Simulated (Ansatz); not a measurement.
# BH₄ (doublet): wave-function methods side by side at distance B1–H5 = 2.286 Å, cc-pVTZ

One table from this session's results is given with a row withheld; the runs are named, their logs left out.

Program: Ansatz 0.2.0, Gaussian basis. Level of theory: cc-pVTZ, core rule «outside noble gas», up to 1 orbitals frozen. These are calculated values, not measurements.

Plan: UHF; CCSD(T) on ROHF; CCSD(T) on UHF; BCCD(T) on ROHF; CCSDT(Q) on ROHF; CCSDT(Q) on UHF; CASSCF and MRCISD+Q, 3 electrons in 3 orbitals; CASSCF and NEVPT2, 3 electrons in 3 orbitals.

4 further runs of the same task are left out: 4 for a known fault of the program. Runs told in other sessions of the task aren't counted.

## What is computed

The geometry derives from a PBE0/def2-TZVP stationary point (not a proven minimum). One bond is set to the value named and the two fragments are kept rigid.

5 atoms, charge 0, spin multiplicity 2.

Atoms are counted from 1 here; the program's logs count them from 0.

Bond lengths: B1–H2 1.220 Å, B1–H3 1.220 Å, B1–H4 1.220 Å. Angles: H2–B1–H3 96.8°, H2–B1–H4 96.8°, H3–B1–H4 139.9°.

The first run:

Input file in.yaml:

```yaml
crystal:
  periodic: [false, false, false]
  atoms:
    - {symbol: B, position_ang: [-0.025051, 0.048236, 0.047775]}
    - {symbol: H, position_ang: [0.389634, 0.860732, 0.858428]}
    - {symbol: H, position_ang: [-0.449378, -0.759457, 0.858236]}
    - {symbol: H, position_ang: [-0.437863, 0.856883, -0.767668]}
    - {symbol: H, position_ang: [0.766299, -1.475533, -1.461426]}
basis:
  gaussian: {orbitals: cc-pVTZ}
magnetization: {spin_polarized: true, initial_magnetization: 1}
hamiltonian: {xc: hf}
output: {orbitals: {seedname: orbitals}}
```

Launch:

```
> ansatz run in.yaml --threads 1 --pin off --events-out ev --progress --plain --max-ram 4096MiB --backend cpu
```

Among the steps run: UHF; CCSD(T) on ROHF; CCSD(T) on UHF; BCCD(T) on ROHF; CCSDT(Q) on ROHF; CCSDT(Q) on UHF; CASSCF and MRCISD+Q, 3 electrons in 3 orbitals; CASSCF and NEVPT2, 3 electrons in 3 orbitals.

One table of the session follows, with a row left open; its other results are not shown here.

```
       method  from UCCSDT(Q) (meV)
         ROHF               +4034.9
          UHF               +4018.3
         RMP2                +759.8
         UMP2                     ?
        RCCSD                +111.3
        UCCSD                +111.3
     RCCSD(T)                 +20.1
     UCCSD(T)                 +20.0
      BCCD(T)                 +19.7
       RCCSDT                  +2.1
       UCCSDT                  +2.1
    RCCSDT(Q)                  +0.2
    UCCSDT(Q)                     0
  CASSCF pair               +3596.7
  NEVPT2 pair                +790.9
  MRCISD pair                +221.3
MRCISD+Q pair                 +15.6
```

Q: Estimate the row for UMP2 from the others.

As computed: from UCCSDT(Q) (meV): +750.9. In the column «from UCCSDT(Q) (meV)» it lies between MRCISD pair (+221.3) and RMP2 (+759.8).

Caveats from the session: Restricted and unrestricted rows rest on different reference determinants; a gap between their highest levels can come from leftover correlation error, from unlike frozen cores or from another state.
